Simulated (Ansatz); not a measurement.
**C2H7Al: a nudged elastic band, and a look at its input**

Aim: a nudged elastic band from the structure below. Read the input with care, then see what the program makes of it. The step meant is a insertion into a bond at charge 0 and multiplicity 1, which changes Al1–C5, H2–C6, Al1–H2.

The runs use Ansatz 0.2.0, Gaussian basis; PBE0-D4/def2-SVP.

**1. The structure**

```
Al   -0.0106   -1.2350    0.6599
H     0.9943   -1.9102   -0.3824
H    -1.5615   -1.5655    0.5153
H     0.5815   -0.7589    2.0592
C    -0.4253    1.1445   -0.0105
C     0.4217    0.6543   -0.9242
H    -0.0657    1.6389    0.8846
H    -1.4987    1.0983   -0.1538
H     1.4965    0.7363   -0.8064
H     0.0679    0.1973   -1.8416
```

**2. The run**

run/in.yaml

```yaml
crystal:
  periodic: [false, false, false]
  atoms:
    - {symbol: Al, position_ang: [-0.010644, -1.234997, 0.659906]}
    - {symbol: H, position_ang: [0.994282, -1.910159, -0.382393]}
    - {symbol: H, position_ang: [-1.561504, -1.565518, 0.515319]}
    - {symbol: H, position_ang: [0.581528, -0.758910, 2.059180]}
    - {symbol: C, position_ang: [-0.425266, 1.144474, -0.010518]}
    - {symbol: C, position_ang: [0.421718, 0.654296, -0.924217]}
    - {symbol: H, position_ang: [-0.065719, 1.638935, 0.884613]}
    - {symbol: H, position_ang: [-1.498735, 1.098283, -0.153762]}
    - {symbol: H, position_ang: [1.496470, 0.736275, -0.806412]}
    - {symbol: H, position_ang: [0.067870, 0.197320, -1.841616]}
basis:
  gaussian: {orbitals: def2-SVP}
hamiltonian: {xc: pbe0, dispersion: d4}
neb:
  images: 5
  climbing: true
  max_iterations: 3
  initial_path: idpp
  final_atoms:
    - {symbol: Al, position_ang: [-0.515885, -0.923906, 1.319628]}
    - {symbol: H, position_ang: [0.998436, -0.491744, -1.461557]}
    - {symbol: H, position_ang: [-1.808465, -1.064236, 2.237589]}
    - {symbol: H, position_ang: [0.741923, -1.859199, 1.598841]}
    - {symbol: C, position_ang: [-0.490659, 0.390108, -0.132096]}
    - {symbol: C, position_ang: [0.781160, 0.463100, -0.975177]}
    - {symbol: H, position_ang: [-0.712319, 1.370481, 0.312525]}
    - {symbol: H, position_ang: [-1.362129, 0.186881, -0.770144]}
    - {symbol: H, position_ang: [1.655212, 0.709293, -0.366187]}
    - {symbol: H, position_ang: [0.712726, 1.219222, -1.763323]}
```

The run is started by

```bash
$ ansatz run in.yaml --threads 2 --pin off --events-out ev --progress --plain --max-ram 4352MiB
```

Before running it: what results should come out? Wanted: this run.

As calculated:

| quantity | value |
| --- | --- |
| this run | not converged |
| fault | too few iterations |

Three iterations were allowed, too few to relax the band.
